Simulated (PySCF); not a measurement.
Gas-phase reaction: B₂H₆ + 2 NH₃ ⇌ 2 H₂BNH₂ + 4 H

Computed with PySCF and rigid-rotor harmonic-oscillator thermochemistry at 1 bar. † marks an energy on the PBE0/def2-TZVP geometry and frequencies; other levels use their own. MP2 freezes the core. 6-31G* has spherical d functions here. Open shells (unrestricted): H (multiplicity 2); the rest are closed-shell singlets. H₂BNH₂: computed as isolated molecules; such fragments, hydroxides, amides, oligomers or adducts are transient or little studied in the gas. MP2 isn't extrapolated to the basis-set limit; its ΔH°(298 K) is 625.4 kJ in def2-SVP and 703.1 kJ in def2-TZVPP. The harmonic model lacks anharmonicity and excited electronic states, which grow with temperature; levels with a mode under 35 cm⁻¹ are left out.

| level | ΔE electronic, kJ | ΔH°(298 K), kJ | ΔS°(298 K), J/K | ΔG°(1600 K), kJ |
|---|---|---|---|---|
| BLYP/def2-TZVP† | 799 | 720 | 298 | 182 |
| HF/6-31G* | 549 | 462 | 300 | -85 |
| HF/def2-TZVP† | 569 | 490 | 298 | -48 |
| M06-2X/def2-TZVP† | 802 | 723 | 298 | 185 |
| MP2/def2-SVP† | 704 | 625 | 298 | 87 |
| PBE0/def2-SVP† | 765 | 686 | 298 | 148 |
| PBE0/def2-TZVP | 803 | 724 | 298 | 186 |
| LDA/def2-TZVP† | 899 | 820 | 298 | 282 |
| ωB97M-V/def2-TZVP† | 815 | 736 | 298 | 198 |
ΔH° is lowest at HF/6-31G* and highest at LDA/def2-TZVP†. No reference value is set beside these.
